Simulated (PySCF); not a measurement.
C₃H₇, SMILES C[CH]C (connectivity only; charge and spin as stated), charge +1, multiplicity 1. Atoms are numbered in the order given.

```xyz
10

C      1.2708    -0.0238    -0.1967
C      0.0000     0.0000     0.4533
C     -1.2708     0.0238    -0.1967
H      2.0240    -0.6043     0.3452
H      1.2481    -0.2018    -1.2700
H      1.6092     1.0292    -0.0277
H      0.0000     0.0000     1.5460
H     -1.6092    -1.0292    -0.0277
H     -2.0240     0.6043     0.3452
H     -1.2481     0.2018    -1.2700
```
Charge +1, spin multiplicity 1.

The structure is a stationary point at PBE0-D3(BJ)/def2-TZVP. The spin state was assumed, not searched. The isomer is the one that the SMILES or the coordinates give; other isomers of the formula were not compared.

These are PBE0-D3(BJ)/def2-TZVP (PySCF) values and carry that method's errors.

Harmonic, unscaled wavenumbers; measured fundamentals usually lie a few per cent lower.

Computed vibrational spectrum:
```
mode  ν (cm⁻¹)  IR (km/mol)  moving atoms (share of kinetic energy)
----  --------  -----------  --------------------------------------
1          160          8.7                          H 84 %, C 16 %
2          180          9.0                                  H 93 %
3          421          0.3                          C 53 %, H 47 %
4          605          0.1                          H 85 %, C 15 %
5          677         75.6                          H 89 %, C 11 %
6          931          0.9                          C 54 %, H 46 %
7          966          5.6                          H 87 %, C 13 %
8         1088         65.2                          C 52 %, H 48 %
9         1202          9.2                          H 61 %, C 39 %
10        1251          7.5                          H 77 %, C 23 %
11        1282        219.4                          H 78 %, C 22 %
12        1301         13.2                          H 72 %, C 28 %
13        1349          8.1                          H 87 %, C 13 %
14        1355         12.9                           H 91 %, C 9 %
15        1435         33.5                          H 86 %, C 14 %
16        1478         16.3                          H 84 %, C 16 %
17        1554         65.1                          C 55 %, H 45 %
18        2876        241.8                                  H 94 %
19        2890          6.5                                  H 94 %
20        3077         50.8                                  H 94 %
21        3078          0.0                                  H 95 %
22        3141          0.9                           H 91 %, C 9 %
23        3187          8.7                          H 90 %, C 10 %
24        3190         13.6                          H 90 %, C 10 %
```
